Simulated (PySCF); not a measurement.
**Si₂⁺ from Hartree–Fock to correlated methods**

State: ⁴Σg⁻ (quartet), unpaired electrons σ ↑, π ↑↑. Set-up: basis Si def2-TZVPPD; no relativity; PySCF 2.14. De refers to Si⁺ + Si in their high-spin ground configurations, without counterpoise correction. The functionals are run spin-unrestricted.

```csv
Level,Re (Å),ωe (cm⁻¹),De (eV)
UHF,2.256,501,2.33
UHF-MP2,2.261,494,3.40
UHF-SCS-MP2,2.245,517,3.11
UHF-CCSD,2.269,482,3.19
UHF-CCSD(T),2.277,472,3.39
LDA,2.279,454,4.39
PBE,2.302,441,3.95
PBEsol,2.292,449,4.16
TPSS,2.290,450,3.78
r²SCAN,2.281,464,3.87
PBE0,2.273,472,3.71
M06,2.275,464,3.81
LC-ωPBE,2.233,517,3.31
B2PLYP,2.278,465,3.43
```

Task: Which functional lies closest to UHF-CCSD(T) in De, which farthest, and by how much do they differ from it?

Result: Closest is B2PLYP (+0.1 pm in Re, -1.5 % in ωe, +0.04 eV in De against UHF-CCSD(T) in the same basis), farthest LDA (+0.2 pm in Re, -3.8 % in ωe, +1.00 eV in De). CCSD(T) converges more slowly with the basis than the functionals do and binds too weakly in this one, so the order can change at the basis-set limit.

Task: What does a quarter of exact exchange do here, going from PBE to PBE0?

Result: PBE0 less PBE: -2.9 pm in Re, +7.0 % in ωe, -0.24 eV in De. Exact exchange removes part of the self-interaction that spreads semilocal densities, and in most molecules shortens and stiffens the bond and lowers De; so it does here.

Task: What does the step from GGA to meta-GGA do here, going from PBE to r²SCAN?

Result: r²SCAN less PBE: -2.1 pm in Re, +5.2 % in ωe, -0.08 eV in De. 

Correlated steps freeze 10 core orbitals. B2PLYP dipoles, levels and charges come from its SCF part alone. The state is the lowest determinant that a PBE0 search found; another state may lie lower at other levels.

The whole job (state search and all levels along the bond) took about 5.9 min on 2 threads of Arm Neoverse V1 (shared host), peak memory 4 GiB.
